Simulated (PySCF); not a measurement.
# Nuclear quadrupole coupling in 3-butenoic acid

Species: 3-butenoic acid, C₄H₆O₂.
Z-matrix (Å and degrees, GFN2-xTB geometry), rows numbered from 1:
```
C 
C   1  1.3188
C   2  1.5021  1  123.97
C   3  1.5117  2  108.09  1  -115.35
O   4  1.2002  3  125.67  2   -74.73
O   4  1.3380  3  111.58  2   103.78
H   1  1.0777  2  121.85  3    -0.79
H   1  1.0763  2  121.76  3   179.78
H   2  1.0813  1  121.18  3  -178.69
H   3  1.0917  2  109.52  1   126.86
H   3  1.0889  2  110.89  1     4.51
H   6  0.9706  4  110.69  3  -177.69
```

Field gradients from the PBE0/pcSseg-1 density (PySCF, non-relativistic), principal values in atomic units, ordered |Vxx| ≤ |Vyy| ≤ |Vzz|:

```
atom      Vxx      Vyy      Vzz
  O5   0.6591   0.9248  -1.5839
  O6  -0.4711  -1.1623   1.6334
```

Question: Find the asymmetry η = (Vxx − Vyy)/Vzz and the couplings χ = eQV/h (234.96 MHz × Q in barn × V in au), with Q(17O) = −0.0256 b.

Answer: 
```csv
atom,environment,nucleus,η,χzz (MHz),χxx (MHz),χyy (MHz)
O5,acid carbonyl oxygen,17O,0.17,9.53,-3.96,-5.56
O6,acid hydroxyl oxygen,17O,0.42,-9.83,2.83,6.99
```

Question: What is Vzz at O6 in SI units (1 au = 9.71736 × 10²¹ V/m²)?

Answer: 1.6334 au = 15.872 × 10²¹ V/m².

Question: And the gradient at the other heavy atoms, for which no coupling is worked out here?

Answer: 
| atom | environment | Vzz (au) | η |
| --- | --- | --- | --- |
| C1 | terminal =CH2 carbon | 0.307 | 0.39 |
| C2 | alkene CH carbon | 0.301 | 0.80 |
| C3 | sp3 carbon next to a carbonyl | -0.102 | 0.86 |
| C4 | carboxylic acid carbon | -0.422 | 1.00 |

Were the hydrogens deuterons (Q(2H) = 0.00286 b), χzz would run from 203 kHz (H10) to 291 kHz (H12).

Geometry: GFN2-xTB, one conformer, isolated molecule. GFN2-xTB bond lengths can be off by several hundredths of an ångström, more for odd bonds, and the gradients follow them. The basis is small and wasn't made for field gradients, so the couplings can be 20 % off.
